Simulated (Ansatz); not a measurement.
Au: pressure series

The parent structure is Au in the fcc (Cu type) structure (space group Fm-3m, No. 225; a = 4.048 Å).

Cell and atoms are relaxed at each pressure.

Calculations: LDA/PAW in Ansatz (a first-principles code), without spin-orbit coupling.

```tsv
P (GPa)	V (Å³/atom)
-2.00	16.762
-1.00	16.672
0.88	16.510
2.10	16.410
4.51	16.225
9.01	15.910
15.01	15.545
22.51	15.153
30.00	14.814
```

A third-order Birch–Murnaghan fit to these points gives V₀ = 16.58 Å³/atom, B₀ = 193 GPa and B₀′ = 5.7. At pressure 30 GPa the volume is 89.3 % of V₀.

Measured bulk modulus of Au: 182 GPa (static lattice; corrected from measurement; as listed in Daniel Mejia-Rodriguez, S. B. Trickey, Phys. Rev. B (2018)); the computed value is 6 % above it.

Load acts through the strain it causes; cell and atoms are relaxed under it. No phonon test of stability was made. Competing high-pressure phases were not computed.
